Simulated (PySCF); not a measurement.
This PySCF input asks for the NMR shieldings of `CO`, CH$_{4}$O; the geometry comes from GFN2-xTB.

```python
import basis_set_exchange as bse
import numpy as np
from pyscf import gto, dft
from pyscf.prop import nmr

atoms = """
C    -0.362064    0.007545    0.014401
O     0.905602   -0.433640   -0.405244
H    -0.492159   -0.102840    1.096395
H    -1.091894   -0.619242   -0.494459
H    -0.538518    1.053071   -0.260566
H     1.582155    0.097096    0.027897
"""
names = dict.fromkeys(["C", "O", "H"], "pcSseg-1")
basis = {el: gto.basis.parse(bse.get_basis(n, elements=[el], fmt="nwchem")) for el, n in names.items()}
mol = gto.M(atom=atoms, basis=basis, charge=0, verbose=0)
mf = dft.RKS(mol, xc="PBE0")
mf.grids.level = 2
mf.grids.alignment = dft.numint.BLKSIZE   # the property module wants whole blocks of grid points
mf.conv_tol = 1e-9
mf.kernel()

calc = nmr.RKS(mf)   # GIAO
C = mf.mo_coeff
Co = C[:, mf.mo_occ > 0]
resp = mf.gen_response(singlet=True, hermi=2)
def vind(x):   # induced exchange potential for any number of trial vectors
    d = np.einsum("pi,xij,qj->xpq", C, 2 * x.reshape(-1, C.shape[1], Co.shape[1]), Co, optimize=True)
    return np.einsum("xpq,pi,qj->xij", resp(d - d.transpose(0, 2, 1)), C, Co, optimize=True).ravel()
mo1, _ = nmr.rhf.solve_mo1(calc, with_cphf=vind)
sigma = calc.kernel(mo1)
for i, s in enumerate(sigma):   # ppm
    w = np.linalg.eigvalsh((s + s.T) / 2)
    print("%2d %-2s iso %8.1f  s11 %8.1f  s22 %8.1f  s33 %8.1f" % (i, mol.atom_pure_symbol(i), w.mean(), *w))
```

Q: What are the results?

A: 
```
 0 C  iso    132.5  s11    103.5  s22    111.7  s33    182.4
 1 O  iso    331.8  s11    284.7  s22    310.3  s33    400.3
 2 H  iso     27.9  s11     24.0  s22     26.1  s33     33.6
 3 H  iso     28.0  s11     24.8  s22     25.9  s33     33.2
 4 H  iso     27.9  s11     24.0  s22     26.1  s33     33.6
 5 H  iso     32.0  s11     22.7  s22     29.2  s33     44.1
```

These numbers come from an equivalent density-fitted implementation of the same equations, which agrees with the script to about 0.01 ppm for H and up to a few tenths of a ppm for heavy atoms, so last digits may differ.

Q: Turn these shieldings into chemical shifts. δ = σ(ref) − σ, references computed at the same level: TMS for 13C (σref 186.93), 1H (σref 31.72); 17O (σref 336.08) vs H2O.

A: Averaging equivalent atoms: C 0: 54.4; O 1: 4.3; H 2/3/4: 3.79; H 5: -0.32 ppm. Experimental scales use liquid or dissolved standards, which lie at an offset from isolated H2O (liquid H2O: subtract about 36 ppm).

Size and cost of the density-fitted run: 54 basis functions, of the order of 1.6 core-seconds.
